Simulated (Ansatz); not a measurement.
Compare A (`CC(=O)OC(C)C`) with its isomer B (`CC(C)(C)OC=O`).

Calculated with Ansatz (gas phase, PBE0-D4/def2-TZVP geometries, no zero-point term in ΔE). CCSD(T)/CBS is the MP2 limit (def2-TZVPP, def2-QZVPP) plus CCSD(T) − MP2 in def2-TZVPP, frozen cores. DFT in def2-TZVPP. B3LYP here is the variant with VWN-RPA as its local correlation; programs differ in this. One conformer a species, not always the lowest.

Problem. Which is lower in electronic energy at CCSD(T)/CBS, and by how much? (Estimate.)

Solution. Ansatz gave: A, by 5.2 kcal/mol.

Problem. Give E(B) − E(A) in kcal/mol with CCSD(T)/def2-SVP, LDA (SPW92), MP2/def2-TZVPP, B3LYP, PBE0-D4, r2SCAN-D4, BLYP-D4. (Best estimate.)

Solution. Computed: CCSD(T)/def2-SVP 4.5, LDA (SPW92) 5.6, MP2/def2-TZVPP 4.5, B3LYP 7.9, PBE0-D4 6.6, r2SCAN-D4 6.3, BLYP-D4 5.7. None reverses the order clearly.

Largest T1 diagnostic: 0.013.

The D4 term adds −1.6 kcal/mol with B3LYP and −0.8 kcal/mol with PBE0; it sums over pairs of atoms, weighted by their polarisabilities, and B3LYP, whose exchange is more repulsive, gets the larger term. Leaving LDA and LC-ωPBE aside and taking each functional with its dispersion term where it has one, the values, not all of them listed here, spread over 1.6 kcal/mol, from revPBE-D4 to BHLYP-D4. LDA lies −1.5 kcal/mol from PBE without D4.
